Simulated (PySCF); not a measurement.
**CH, doublet: reading a ladder of total energies**

Geometry: MP2(full)/6-31G*, from the G2/97 set.

```xyz
2

C     0.0000    0.0000    0.0000
H     0.0000    0.0000    1.1205
```

Basis cc-pVDZ; PySCF 2.14.0. Only valence electrons are correlated (noble-gas cores frozen), which leaves 5 electrons in 18 orbitals. Prefix R: restricted or restricted open-shell reference; prefix U: unrestricted.

Full CI is exact within this basis and frozen core; it isn't the basis-set limit. The frozen core follows each run's orbitals, which can shift R against U totals by a few meV.

The cluster runs stand on a determinant 0.09 eV above the lowest UHF solution, chosen by trial CCSD; the correlation energy below is counted from it.

Restricted and unrestricted runs freeze slightly different cores, so steps under 0.1 kcal/mol mean nothing.

```json
{"level": "UHF determinant under the cluster runs", "total energy (hartree)": "-38.272603"}
{"level": "UMP2", "total energy (hartree)": "-38.352058"}
{"level": "UCCSD", "total energy (hartree)": "-38.377939"}
{"level": "UCCSD(T)", "total energy (hartree)": "-38.379756"}
{"level": "UCCSDT", "total energy (hartree)": "-38.380266"}
{"level": "full CI", "total energy (hartree)": "-38.380323"}
```

Q: What is the correlation energy at full CI, and what share of it do UMP2 and UCCSD recover?

A: E(corr) = -38.380323 − (-38.272603) = -0.107720 hartree = -2.931 eV. UMP2: -0.079455 / -0.107720 = 73.76 %. UCCSD: -0.105336 / -0.107720 = 97.79 %.

Q: By how many kcal/mol does UCCSD(T) miss full CI (1 hartree = 627.509 kcal/mol), and which steps make up the rest?

A: -38.379756 − (-38.380323) = 0.000567 hartree = 0.36 kcal/mol. Steps: UCCSDT − UCCSD(T) = -0.32, full CI − UCCSDT = -0.04 kcal/mol. That is within 1 kcal/mol of the reference in this basis, which itself misses far more of the correlation at the basis-set limit.
